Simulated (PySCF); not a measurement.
CH₃O, SMILES C[O], multiplicity 2. Atoms are numbered in the order given.

```xyz
5

C      0.0132     0.5688     0.0000
O      0.0049    -0.7870     0.0000
H     -0.5656     0.9295     0.8686
H     -0.5656     0.9295    -0.8686
H      1.0126     1.0242     0.0000
```
Charge 0, spin multiplicity 2.

The structure is a stationary point at PBE0-D3(BJ)/def2-TZVP. A frequency run showed that this geometry is not a minimum. The isomer is the one that the SMILES or the coordinates give; other isomers of the formula were not compared.

These are B3LYP/pcH-1 (PySCF) values and carry that method's errors.

Unrestricted Kohn–Sham, ⟨S²⟩ = 0.753. Hyperfine tensors hold the contact and dipolar terms, without spin-orbit corrections.

Computed hyperfine couplings:
```json
[
 {"nucleus": "13C no. 1", "A(iso) (MHz)": "-40.1", "A(iso) (G)": "-14.3", "dipolar principal values (MHz)": "-7.1, 3.2, 3.8"},
 {"nucleus": "17O no. 2", "A(iso) (MHz)": "-50.2", "A(iso) (G)": "-17.9", "dipolar principal values (MHz)": "-270.2, 134.4, 135.7"},
 {"nucleus": "1H no. 3", "A(iso) (MHz)": "195.1", "A(iso) (G)": "69.6", "dipolar principal values (MHz)": "-8.5, -4.3, 12.8"},
 {"nucleus": "1H no. 4", "A(iso) (MHz)": "195.1", "A(iso) (G)": "69.6", "dipolar principal values (MHz)": "-8.5, -4.3, 12.8"},
 {"nucleus": "1H no. 5", "A(iso) (MHz)": "-5.6", "A(iso) (G)": "-2.0", "dipolar principal values (MHz)": "-5.7, -5.4, 11.1"}
]
```

Task: And the g tensor (effective nuclear charges for spin-orbit coupling, GIAO)? (The exact figures need the calculation; the answer reports its results.)

Result: principal values 2.0021, 2.0089, 2.0646; isotropic 2.0252.
